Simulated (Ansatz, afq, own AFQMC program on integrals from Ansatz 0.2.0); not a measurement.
CH₄F, doublet in cc-pVTZ, levels against AFQMC with the constraint released

```
atom    x (Å)    y (Å)    z (Å)
   C  -1.2202   0.0000   0.0000
   H  -1.5834   1.0273   0.0000
   H  -1.5834  -0.5137   0.8897
   H  -1.5834  -0.5137  -0.8897
   H   0.0488   0.0000   0.0000
   F   1.0208   0.0000   0.0000
```

Connectivity, by distances: CH3 ··· F, 1 bridging H.

Basis cc-pVTZ. Only valence electrons are correlated. AFQMC by an in-house program on the Cholesky factors that Ansatz 0.2.0 writes for its CCSD(T) run. The CISD trial takes its coefficients from CCSD amplitudes. Released means that phaseless walkers are propagated on without the constraint, phases kept. Error bars are statistical, one sigma.

Determinant: UHF, the one that the program's search chose, which needn't be the lowest solution. The geometry is a point of a scan.

No full CI on the walks' own integrals is used here. The released AFQMC energy serves as the reference, which it does only where one determinant dominates, the energy is flat over the last release times and near the phaseless one (40 meV or 2 meV an electron, half that with transition metals). On small molecules, where full CI could be run and the noise was under 10 meV, such values lay within 10 meV of it in 19 cases of 20, a flattering rate, since the rule was set on those same cases; what remains of the bias isn't in the error bar.

Cautions: the released value is read at 1.50 1/Eh (meV from the phaseless value at times in 1/Eh: -3 ± 6 at 0.24, -20 ± 6 at 0.51, -18 ± 11 at 0.99, -24 ± 10 at 1.50).

The T1 diagnostic is 0.0117 and the weight of the determinant in the CISD state is 0.889. The ⟨S²⟩ of the determinant is 0.767. The size of the correlated space is 15 electrons in 114 orbitals.

| level | correlation energy (eV) |
| --- | --- |
| MP2 | -12.0962 |
| CCSD | -12.6792 |
| CCSD(T) | -13.0407 |

(1) Estimate where AFQMC with the constraint released lies against CCSD(T) on the same integrals.

(1) 3.3 ± 0.9 kJ/mol below CCSD(T).

Reference: AFQMC with the constraint released, correlation energy -13.075 ± 0.010 eV.

```json
{"level": "CCSD(T)", "E − E(reference) (kJ/mol)": "3.3 ± 0.9", "share of correlation (%)": "99.74"}
{"level": "ph-AFQMC/CISD", "E − E(reference) (kJ/mol)": "2.3 ± 1.1", "share of correlation (%)": "99.81"}
```

A walk keeps the symmetry of its determinant, which the program's search chose and which needn't be the lowest solution, so a lower state of the same spin and another symmetry isn't excluded. Released energies are given only where the last usable release times agree within the noise; a slower fall can still hide under it.
